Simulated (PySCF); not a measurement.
Bond curve of LiAl⁺

Set-up: basis Li pcseg-1, Al pcseg-1; no relativity; PySCF 2.14. Energies in eV from Li⁺ + Al in their ground configurations at the same level. State: ²Σ⁺ (doublet), unpaired electrons σ ↑.

All columns are PBE0. A positive dipole points towards Al; it is taken about the centre of mass and depends on that origin.

```tsv
R (Å)	E (eV)	μ (D)	Mulliken charge on Li (basis-dependent)	HOMO (eV)	LUMO (eV)	Mayer bond order	⟨S²⟩
2.557	-1.058	-5.83	0.64	-9.84	-7.05	0.48	0.76
2.676	-1.146	-6.06	0.64	-9.77	-6.94	0.47	0.76
2.795	-1.195	-6.30	0.65	-9.69	-6.85	0.46	0.76
2.884	-1.212	-6.47	0.65	-9.63	-6.78	0.46	0.76
2.973	-1.216	-6.65	0.65	-9.56	-6.72	0.45	0.76
3.062	-1.211	-6.83	0.65	-9.48	-6.68	0.45	0.76
3.181	-1.193	-7.07	0.64	-9.39	-6.64	0.45	0.76
3.330	-1.159	-7.36	0.64	-9.26	-6.58	0.46	0.76
3.508	-1.108	-7.71	0.63	-9.10	-6.51	0.46	0.75
3.746	-1.034	-8.17	0.62	-8.90	-6.40	0.46	0.75
```

A fit through these points gives, at Re = 2.965 Å, μ = -6.64 D and dμ/dR = -2.00 D/Å; the reduced mass is 5.568 u.

Problem. How strong is the fundamental in the double-harmonic approximation, I = 42.26·(dμ/dR)²/μred km/mol?

Solution. I = 42.26·(-2.00)²/5.568 = 30.4 km/mol at PBE0.

For an ion De counts to the pair picked by the measured ionisation energies or electron affinities, which need not be the lowest pair at this level. The state is the lowest determinant that a PBE0 search found; another state may lie lower at other levels.
